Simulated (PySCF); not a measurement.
## Unknowns

Fast rotation and ring inversion assumed for equivalent nuclei, non-relativistic Hamiltonian, gas phase, a single conformation. Couplings computed with B3LYP/pcJ-1 (spin–dipole term left out of most H,H and C,H couplings); PBE0/pcSseg-1 with gauge-including orbitals; GFN2-xTB geometry; PySCF.

δ = σ(ref) − σ, references computed at the same level: $^{1}$H (σref 31.72) and $^{13}$C (σref 186.93) vs TMS. Multiplet labels drop J under 1 Hz and among equivalent protons, and merge close values. Unscaled 3J(H,H) run several per cent high. Vicinal couplings that depend on rotamer populations or ring flexing (ring, CH–CH, X–H and H–F types) are those of the one conformer. Shifts are as computed. Against solution values, carbons near 30 ppm lie about +3 ppm off and those near 130 ppm about +5 ppm. Of 1211 compounds with measured shifts, 218 miss one by over three times the rms of a fit or turn the order of signals round; such compounds aren't used in these exercises.

(1) C5H6O. $^{1}$H NMR (400 MHz, computed): δ 9.79 (d, J = 7.7 Hz, 1H), 2.51 (t, J = 2.8 Hz, 2H), 2.35 (ddt, J = 7.7, 3.6, 2.8 Hz, 1H), 1.90 (d, J = 2.2 Hz, 1H), 1.61 (dq, J = 3.6, 2.5 Hz, 1H). $^{13}$C{$^{1}$H} NMR (computed): δ 204.5, 53.9, 27.5, 11.0. What is it?

(2) C5H6O. $^{1}$H NMR (400 MHz, computed): δ 5.82 (t, J = 8.4 Hz, 1H), 5.36 (d, J = 8.4 Hz, 2H), 2.33 (s, 3H). $^{13}$C{$^{1}$H} NMR (computed): δ 230.8 (C), 200.2 (C), 100.3 (CH), 82.3 (CH2), 30.2 (CH3). Identify the compound.

Answers

(1) `InChI=1S/C5H6O/c6-2-5-3-1-4(3)5/h2-5H,1H2/t3-,4+,5-`. Rings plus π bonds: 3 (2 rings in the answer). 4 carbon signals for 5 carbons: some carbons are equivalent by symmetry or fast rotation. Carbon types of the structure: 4 × CH, 1 × CH2, which accounts for all hydrogens. δC 204.5: aldehyde carbonyl carbon; low-lying n→π* states of the double bond to the heteroatom give a large paramagnetic term (-265 ppm). δC 53.9, 27.5, 11.0: three-membered-ring carbon. δH 9.79: hydrogen on an aldehyde carbonyl carbon; deshielded by the polar, anisotropic C=O bond. δH 2.51, 2.35, 1.90, 1.61: hydrogen on a three-membered-ring carbon.

The data come from this structure; uniqueness wasn't tested.

(2) SMILES C=C=CC(C)=O. Rings plus π bonds: 3 (no ring in the answer). 5 carbon signals for 5 carbons: no two carbons are equivalent. Carbon types of the structure: 2 × C, 1 × CH, 1 × CH2, 1 × CH3, which accounts for all hydrogens. δC 230.8: central carbon of an allene; the central sp carbon of an allene is among the most deshielded carbons of hydrocarbons. δC 200.2: ketone carbonyl carbon; low-lying n→π* states of the double bond to the heteroatom give a large paramagnetic term (-263 ppm). δC 100.3, 82.3: terminal carbon of a cumulated C=C=C unit. δH 5.82, 5.36: hydrogen on a terminal carbon of a cumulated C=C=C unit; a vinylic proton, deshielded by the sp2 carbon and the C=C anisotropy.

The shifts were computed for this structure.
